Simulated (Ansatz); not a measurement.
Cost and result for the atomization energy of C3H4S (`C#CSC`) (8 atoms, 7 bonds).

Total charge 0; spin multiplicity 1. All single points use the PBE0-D4/def2-TZVP geometry. Program: Ansatz. All runs use 2 threads of an Arm Neoverse V1 on a shared host. Times are those of one run each, without the atoms' runs, and a repeat can differ threefold. Electronic energies, without spin–orbit coupling; frozen cores. CCSD(T)/CBS adds CCSD(T) − MP2 in def2-TZVPP to the MP2 limit, and its time is that of the two runs behind it. T1 = 0.012. B3LYP takes the VWN-RPA correlation (the form of Gaussian; ORCA's B3LYP/G).

CCSD(T)/CBS is a level of theory with its own doubt, some kJ/mol a heavy atom from the limit and from the frozen cores, so smaller differences don't rank the functionals.

```csv
level,functions,wall time
LDA (SPW92)/def2-TZVPP,191,1.1 s
BLYP-D4/def2-TZVPP,191,2 s
CCSD(T)/def2-SVP,80,2 s
PBE0-D4/def2-TZVPP,191,2.4 s
B3LYP-D4/def2-TZVPP (with forces),191,4 s
r2SCAN-D4/def2-TZVPP (with forces),191,4.3 s
r2SCANh-D4/def2-TZVPP,191,4.5 s
B2PLYP/def2-TZVPP,191,4.7 s
ωB97X-V/def2-TZVPP,191,7 s
B97M-V/def2-TZVPP,191,9 s
MP2/def2-QZVPP,361,16 s
CCSD(T)/def2-TZVPP,191,47 s
CCSD(T)/CBS(def2),–,63 s
```

Task: What atomization energy does each give, and how far from CCSD(T)/CBS? (Best estimate.)

Result: Computed: 
```json
{"level": "LDA (SPW92)/def2-TZVPP", "atomization (kJ/mol)": "3668.4", "difference from CCSD(T)/CBS": "500.6", "per bond": "71.5"}
{"level": "BLYP-D4/def2-TZVPP", "atomization (kJ/mol)": "3184.3", "difference from CCSD(T)/CBS": "16.5", "per bond": "2.4"}
{"level": "CCSD(T)/def2-SVP", "atomization (kJ/mol)": "3001.8", "difference from CCSD(T)/CBS": "-166.0", "per bond": "-23.7"}
{"level": "PBE0-D4/def2-TZVPP", "atomization (kJ/mol)": "3205.2", "difference from CCSD(T)/CBS": "37.4", "per bond": "5.3"}
{"level": "B3LYP-D4/def2-TZVPP (with forces)", "atomization (kJ/mol)": "3175.1", "difference from CCSD(T)/CBS": "7.3", "per bond": "1.0"}
{"level": "r2SCAN-D4/def2-TZVPP (with forces)", "atomization (kJ/mol)": "3188.7", "difference from CCSD(T)/CBS": "20.9", "per bond": "3.0"}
{"level": "r2SCANh-D4/def2-TZVPP", "atomization (kJ/mol)": "3164.7", "difference from CCSD(T)/CBS": "-3.1", "per bond": "-0.4"}
{"level": "B2PLYP/def2-TZVPP", "atomization (kJ/mol)": "3148.2", "difference from CCSD(T)/CBS": "-19.6", "per bond": "-2.8"}
{"level": "ωB97X-V/def2-TZVPP", "atomization (kJ/mol)": "3170.5", "difference from CCSD(T)/CBS": "2.7", "per bond": "0.4"}
{"level": "B97M-V/def2-TZVPP", "atomization (kJ/mol)": "3188.3", "difference from CCSD(T)/CBS": "20.5", "per bond": "2.9"}
{"level": "MP2/def2-QZVPP", "atomization (kJ/mol)": "3209.4", "difference from CCSD(T)/CBS": "41.6", "per bond": "5.9"}
{"level": "CCSD(T)/def2-TZVPP", "atomization (kJ/mol)": "3082.1", "difference from CCSD(T)/CBS": "-85.7", "per bond": "-12.2"}
{"level": "CCSD(T)/CBS(def2)", "atomization (kJ/mol)": "3167.8", "difference from CCSD(T)/CBS": "0.0", "per bond": "0.0"}
```

From BLYP to BHLYP (50 % exact exchange), in def2-TZVPP and without D4, the atomization energy moves by −107.2 kJ/mol: exact exchange takes away binding that semilocal exchange gives to molecules. Leaving LDA and LC-ωPBE aside and taking each functional with its dispersion term where it has one, the values, not all of them listed here, spread over 218.2 kJ/mol, from BHLYP-D4 to PBE-D4. LDA lies +402.6 kJ/mol from PBE without D4, its usual overbinding. In def2-TZVPP, CCSD(T) changes the Hartree–Fock value by +810.1 kJ/mol (the triples alone add +62.1 kJ/mol) and MP2 by +887.1 kJ/mol; breaking electron pairs costs correlation energy, which Hartree–Fock lacks.
